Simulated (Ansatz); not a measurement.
Wavefunction ladder for CH4NO2P, SMILES `OC(O)=NP`

Cartesian coordinates in Å:
```
O 0.647 1.419 -0.820
C 0.669 0.618 0.237
O 1.584 1.045 1.096
N -0.034 -0.419 0.482
P -1.179 -0.861 -0.711
H -0.034 1.075 -1.427
H 1.554 0.428 1.838
H -0.891 -2.246 -0.810
H -2.314 -1.060 0.116
```

The species carries charge 0 and has multiplicity 1. The geometry is a stationary point of PBE0-D4/def2-TZVP. It is one conformer, not always the lowest. Frozen core, restricted reference, Ansatz 0.2.0. CBS rows extrapolate triple and quadruple zeta; past MP2 they add the triple-zeta difference.

```tsv
basis	HF (Eh)	MP2 corr.
def2-SVP	-584.81039	-0.77486
def2-TZVPP	-585.23047	-0.98168
def2-QZVPP	-585.25176	-1.05717
```

Task: Estimate the CCSD correlation energy and the (T) correction in each basis where they were run (hartree).

Result: 
```csv
basis,CCSD corr.,(T)
def2-SVP,-0.80899,-0.02496
def2-TZVPP,-1.00540,-0.04357
CBS(def2),-1.13681,as TZ
```
